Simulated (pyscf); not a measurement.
This saddle point was located with ωB97X-D3(BJ)/def2-SVP in PySCF.

```xyz
8

O      1.2031     0.5040     0.7465
Cr    -0.2137     0.4220     0.1882
O     -0.8217     1.8042     0.2846
F     -1.7007    -0.9808    -0.1467
F      0.0699     0.1376    -1.4702
O     -0.9098    -0.4051     1.8091
H     -1.5564    -1.0079     0.9585
H     -0.2467    -0.8666     2.3395
```
Charge 0, spin multiplicity 1.

Surface: singlet, charge 0. Lowest wavenumbers (cm⁻¹): 584i, 77, 265, 286, 331.

Task: What reaction is this the transition state of?

Result: O=Cr(=O)(F)–F + H₂O ⇌ O=Cr(=O)(OH)–F + HF, a four-centre exchange read from left to right: Cr–F, H–O broken and Cr–O, F–H formed. At ωB97M-D3(BJ)/def2-TZVP it lies +12.7 kcal/mol from the left side and +10.4 kcal/mol from the right (each side as separated species at their lowest minima found). On the reactant side the descent ends in a complex, 4.6 kcal/mol under the separated species and 16.9 kcal/mol under the saddle at ωB97X-D3(BJ)/def2-TZVP. One saddle was located; it need not be the lowest between these sides.
